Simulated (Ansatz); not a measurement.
Compare A (`COC(C)N`) with its isomer B (`CC(O)CN`).

Calculated with Ansatz (gas phase, PBE0-D4/def2-TZVP geometries, no zero-point term in ΔE). CBS: MP2 limit from def2 TZ/QZ plus the TZ coupled-cluster correction, frozen cores. DFT in def2-TZVPP. B3LYP here is the variant with VWN-RPA as its local correlation; programs differ in this. One conformer a species, not always the lowest.

**Question.** Which isomer does CCSD(T)/CBS put lower? Give the gap. (An estimate is asked.)

**Answer.** Computed: B, by 8.1 kcal/mol.

**Question.** Give E(B) − E(A) in kcal/mol with PBE0-D4, BLYP-D4, ωB97M-V, CCSD(T)/def2-SVP, B3LYP-D4, HF/def2-TZVPP, B2PLYP. (Best estimate.)

**Answer.** The calculation gave: PBE0-D4 -7.6, BLYP-D4 -5.6, ωB97M-V -7.3, CCSD(T)/def2-SVP -6.4, B3LYP-D4 -6.1, HF/def2-TZVPP -5.3, B2PLYP -6.7. None reverses the order clearly.

**Question.** Does the order hold for the free energy at 298.15 K (harmonic terms from PBE0-D4)? (An estimate is asked.)

**Answer.** Ansatz gave: Yes: G(B) − G(A) = -7.1 kcal/mol, for one conformer each.

Largest T1 diagnostic: 0.010.

Leaving LDA and LC-ωPBE aside and taking each functional with its dispersion term where it has one, the values, not all of them listed here, spread over 2.5 kcal/mol, from PBE-QIDH to BLYP-D4. LDA lies −1.0 kcal/mol from PBE without D4. From BLYP to BHLYP (50 % exact exchange), in def2-TZVPP and without D4, E(B) − E(A) moves by −0.9 kcal/mol.
